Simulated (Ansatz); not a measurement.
Geometry optimisation, RKS B3LYP/6-31G (Ansatz).

input.yaml

```yaml
crystal:
  periodic: [false, false, false]
  atoms:
    - { symbol: F, position_ang: [-0.1195, -1.8496, 0.2629] }
    - { symbol: C, position_ang: [0.2623, -0.5063, 0.2953] }
    - { symbol: F, position_ang: [1.3514, -0.4434, 1.0761] }
    - { symbol: C, position_ang: [-0.5728, 0.5898, 0.227] }
    - { symbol: C, position_ang: [0.1076, 0.3571, -0.831] }
    - { symbol: H, position_ang: [-1.4019, 1.1572, 0.7145] }
    - { symbol: H, position_ang: [0.4342, 0.6271, -1.7904] }
basis:
  gaussian: { orbitals: "6-31G" }
hamiltonian:
  xc: b3lyp
relax:
  f_tol: 0.02
  max_steps: 40
scf:
  lower_state_search: "off"
```

Launched with:

```bash
$ ansatz run input.yaml --threads 1 --pin off --max-ram 2048MiB --backend cpu --events-out ev --progress --plain --runs-dir out
```

Where does it end, and by what steps?

The forces met the threshold. Limits of this set-up: no polarisation functions. After 5 steps the energy has fallen by 0.409 eV; F3 moved furthest, 0.11 Å.

```json
{"step": "0", "energy less start (eV)": "0.0000", "largest force component (eV/Å)": "5.565", "accepted": "yes"}
{"step": "1", "energy less start (eV)": "-0.3509", "largest force component (eV/Å)": "1.851", "accepted": "yes"}
{"step": "2", "energy less start (eV)": "-0.4071", "largest force component (eV/Å)": "0.148", "accepted": "yes"}
{"step": "3", "energy less start (eV)": "-0.4087", "largest force component (eV/Å)": "0.083", "accepted": "yes"}
{"step": "4", "energy less start (eV)": "-0.4090", "largest force component (eV/Å)": "0.026", "accepted": "yes"}
{"step": "5", "energy less start (eV)": "-0.4091", "largest force component (eV/Å)": "0.001", "accepted": "yes"}
```

```xyz
7
Properties=species:S:1:pos:R:3
F -0.130 -1.863 0.278
C 0.288 -0.519 0.303
F 1.430 -0.494 1.126
C -0.648 0.595 0.224
C 0.123 0.374 -0.837
H -1.418 1.183 0.693
H 0.416 0.657 -1.833
```

Time of the run: 8.6 s on 1 CPU thread of a shared host.
